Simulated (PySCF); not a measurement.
# Relaxation of singlet HSiN

All numbers come from PySCF, PBE0, basis Si def2-TZVP, N def2-TZVP, H def2-TZVP (no relativity, density fitting). A (50,194) grid was used.

A hand-made linear start, of C∞v symmetry, held to at least that symmetry:

```xyz
3
charge 0 multiplicity 1, angstrom
Si    0.0000    0.0000    0.5093
N     0.0000    0.0000   -1.1607
H     0.0000    0.0000    1.9893
```

Optimiser trace:
| step | E − E(last) (kJ/mol) | largest gradient (Eh/bohr) |
| --- | --- | --- |
| 0 | 27.99 | 0.09295 |
| 1 | 6.27 | 0.05814 |
| 2 | 0.53 | 0.01481 |
| 3 | 0.01 | 0.00183 |
| 4 | 0.00 | 0.00010 |
| 5 | 0.00 | 0.00001 |

It ends at C∞v with Si–H 1.487 Å, Si–N 1.557 Å; H–Si–N 180.0°. A frequency run shows a minimum.

Final geometry:
```xyz
3
charge 0 multiplicity 1, angstrom
Si    0.0000    0.0000    0.4723
N     0.0000    0.0000   -1.0846
H     0.0000    0.0000    1.9595
```

The relaxation took roughly 7 core-seconds on a shared host.
